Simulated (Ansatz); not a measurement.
Potassium, bcc: convergence with Methfessel-Paxton smearing

Computed with Ansatz, r²SCAN, scalar-relativistic PAW, on the relaxed cell (a = 5.340 Å; spin not included). Errors count from a run at 500 eV on a Γ-centred 14×14×14 mesh with Fermi-Dirac smearing of 0.1 eV, extrapolated to zero width. Fixed here: cutoff 500 eV, mesh 8×8×8. The SCF starts from atomic densities corrected by a trained network.

```json
{"width (eV)": "0.01", "E(σ→0) error (meV/atom)": "7.5", "F error (meV/atom)": "7.5", "P (GPa)": "0.02", "SCF iterations": "5"}
{"width (eV)": "0.03", "E(σ→0) error (meV/atom)": "7.5", "F error (meV/atom)": "7.4", "P (GPa)": "0.02", "SCF iterations": "5"}
{"width (eV)": "0.1", "E(σ→0) error (meV/atom)": "7.1", "F error (meV/atom)": "7.0", "P (GPa)": "0.02", "SCF iterations": "5"}
{"width (eV)": "0.2", "E(σ→0) error (meV/atom)": "6.6", "F error (meV/atom)": "5.7", "P (GPa)": "0.02", "SCF iterations": "5"}
{"width (eV)": "0.6", "E(σ→0) error (meV/atom)": "1.4", "F error (meV/atom)": "1.0", "P (GPa)": "0.02", "SCF iterations": "6"}
{"width (eV)": "1.0", "E(σ→0) error (meV/atom)": "1.1", "F error (meV/atom)": "2.5", "P (GPa)": "0.03", "SCF iterations": "6"}
```

Problem. What does the run at 0.3 give (width)?

Solution. E(σ→0) error (meV/atom): 5.2; F error (meV/atom): 4.0; P (GPa): 0.02; SCF iterations: 6.
